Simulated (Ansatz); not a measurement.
Basis-set extrapolation for C$_{2}$H$_{5}$NOS, SMILES `N=CSCO` (PBE0-D4/def2-TZVP geometry, frozen core, the Gaussian-basis code of Ansatz). Multiplicity 1, RHF reference.

```csv
,def2-TZVPP,def2-QZVPP
HF,-605.554684,-605.575467
MP2 correlation,-0.951302,-1.022427
CCSD(T) correlation,-1.029587,not run
```

Energies in hartree. Use E(X) = E(∞) + A·exp(−7.88·√X) for Hartree–Fock and E(X) = E(∞) + B·X^(−2.97) for correlation, with X = 3 and 4, and add CCSD(T) minus MP2 of the smaller set to the MP2 limit.

Task: What is the CCSD(T) energy at the basis-set limit?

Result: HF limit: -605.575467 + (-0.020783) × 0.13774 = -605.57833. MP2 limit: -1.022427 + (-0.071125) × 0.74074 = -1.07511. Higher-order term: -1.029587 − (-0.951302) = -0.07829. Total: -606.73173 hartree, 387.2 kJ/mol below CCSD(T)/def2-TZVPP.
